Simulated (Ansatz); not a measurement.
**SiB2H6: small, medium and large basis sets**

One table from this session's results is given with a row withheld; the runs are named, their logs left out.

Computed with Ansatz 0.2.0, Gaussian basis. Level: one geometry, several basis sets.

Plan: PBE0-D4/def2-SVP; ωB97M-V/def2-SVP; PBE0-D4/def2-QZVPP; ωB97M-V/def2-QZVPP; the functionals' def2-TZVPP values are taken from earlier runs.

1 further run of the same task is left out (it didn't finish).

## The relaxed structure

The geometry comes from an earlier relaxation with PBE0-D4 in a triple-zeta def2 set; it is a stationary point, not always the lowest conformer.

SMILES `B[SiH2]B`, 9 atoms, charge 0, spin multiplicity 1.

Atoms are counted from 1 here; the program's logs count them from 0.

Bond lengths: B1–Si2 2.009 Å, B1–H4 1.195 Å, B1–H5 1.195 Å, Si2–B3 2.009 Å, Si2–H6 1.491 Å, Si2–H7 1.491 Å, B3–H8 1.195 Å, B3–H9 1.195 Å. Angles: Si2–B1–H4 120.8°, Si2–B1–H5 120.9°, H4–B1–H5 118.2°, B1–Si2–B3 100.9°, B1–Si2–H6 111.7°, B1–Si2–H7 111.5°, B3–Si2–H6 111.7°, B3–Si2–H7 111.5°, H6–Si2–H7 109.3°, Si2–B3–H8 120.8°, Si2–B3–H9 120.9°, H8–B3–H9 118.2°.

Coordinates:

```xyz
9

B    -0.9808    0.4713   -1.1759
Si    0.6839    0.5026   -0.0526
B     0.3088   -1.0011    1.2250
H    -1.0550   -0.2283   -2.1421
H    -1.9457    1.1026   -0.8614
H     0.8436    1.8026    0.6589
H     1.9012    0.2351   -0.8706
H     0.6067   -2.1259    0.9520
H    -0.2744   -0.8052    2.2496
```

Set-up of the first run:

in.yaml

```yaml
crystal:
  periodic: [false, false, false]
  atoms:
    - {symbol: B, position_ang: [-0.980835, 0.471313, -1.175893]}
    - {symbol: Si, position_ang: [0.683947, 0.502563, -0.052620]}
    - {symbol: B, position_ang: [0.308783, -1.001149, 1.224984]}
    - {symbol: H, position_ang: [-1.054953, -0.228260, -2.142060]}
    - {symbol: H, position_ang: [-1.945659, 1.102578, -0.861426]}
    - {symbol: H, position_ang: [0.843599, 1.802600, 0.658905]}
    - {symbol: H, position_ang: [1.901181, 0.235107, -0.870624]}
    - {symbol: H, position_ang: [0.606705, -2.125899, 0.951953]}
    - {symbol: H, position_ang: [-0.274368, -0.805153, 2.249580]}
basis:
  gaussian: {orbitals: def2-SVP}
hamiltonian: {xc: pbe0, dispersion: d4}
output: {orbitals: {seedname: orbitals}}
```

Started as:

```bash
$ ansatz run in.yaml --threads 2 --pin off --events-out ev --progress --plain --max-ram 4352MiB
```

Steps of the session up to this table: PBE0-D4 in def2-SVP; ωB97M-V in def2-SVP; PBE0-D4 in def2-QZVPP; ωB97M-V in def2-QZVPP.

One of the session's tables, all rows but one given; the rest of the session is left out.

It belongs to the step «Density functionals: the series». 

| functional | basis | HOMO (eV) | LUMO (eV) |
| --- | --- | --- | --- |
| PBE0-D4 | def2-SVP | ? | ? |
| PBE0-D4 | def2-TZVPP | -7.96 | -3.05 |
| PBE0-D4 | def2-QZVPP | -7.97 | -3.05 |
| ωB97M-V | def2-SVP | -10.05 | -0.99 |
| ωB97M-V | def2-TZVPP | -10.07 | -1.11 |
| ωB97M-V | def2-QZVPP | -10.07 | -1.13 |

Estimate the missing values for PBE0-D4, def2-SVP.

The run gave: HOMO (eV): -7.98; LUMO (eV): -3.02. In the column «HOMO (eV)» it lies between ωB97M-V, def2-SVP (-10.05) and PBE0-D4, def2-QZVPP (-7.97).
